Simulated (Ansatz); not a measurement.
Basis-set extrapolation for BH2OS (`O[B]S`) radical (PBE0-D4/def2-TZVP geometry, frozen core, Ansatz). Multiplicity 2, UHF reference.

```csv
,def2-TZVPP,def2-QZVPP
HF,-498.320310,-498.336301
MP2 correlation,-0.489438,-0.530030
CCSD(T) correlation,-0.537060,-0.575354
```

Energies in hartree. Use E(X) = E(∞) + A·exp(−7.88·√X) for Hartree–Fock and E(X) = E(∞) + B·X^(−2.97) for correlation, with X = 3 and 4.

Problem. What is the CCSD(T) energy at the basis-set limit?

Solution. HF limit: -498.336301 + (-0.015991) × 0.13774 = -498.33850. Correlation limit: -0.575354 + (-0.038294) × 0.74074 = -0.60372. Total: -498.94222 hartree, 53.2 kcal/mol below CCSD(T)/def2-TZVPP.
